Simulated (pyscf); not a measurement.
Single points on ωB97X-D3(BJ)/def2-SVP structures (PySCF, gas phase). MP2 and CC: frozen core, UHF for open shells. ΔMP2 is the change of the MP2 total energy from the triple- to the quadruple-zeta basis.

SMILES: C=CC(F)F
```xyz
9

C     -0.2130     1.1290     0.7121
C     -0.3896    -0.1865     0.6113
C      0.6599    -1.1780     1.0063
F      0.1753    -2.0132     1.9641
F      0.9955    -1.9499    -0.0621
H      0.7223     1.5518     1.0961
H     -0.9928     1.8366     0.4163
H     -1.3198    -0.6217     0.2284
H      1.5778    -0.6998     1.3926
```
Charge 0, spin multiplicity 1.

**Question.** How much does it cost (ΔH, 298 K, CCSD(T)/def2-TZVPP + ΔMP2(QZVPP)) to split H₂C=CH–CH(F)–F (SMILES C=CC(F)F) at its C–C bond into •HC=CH₂ + F–CH•–F?

**Answer.** C–C to •HC=CH₂ + F–CH•–F: 104.6 kcal/mol. The radicals are drawn with the spin at the cut bond; how far it spreads was not checked. Other isomers of •HC=CH₂ were not searched in full and may lie lower. The CCSD(T) − MP2 part came from Ansatz, without density fitting, on the same reference. A UHF reference is spin-contaminated (<S²> up to 0.96), which harms MP2 most.
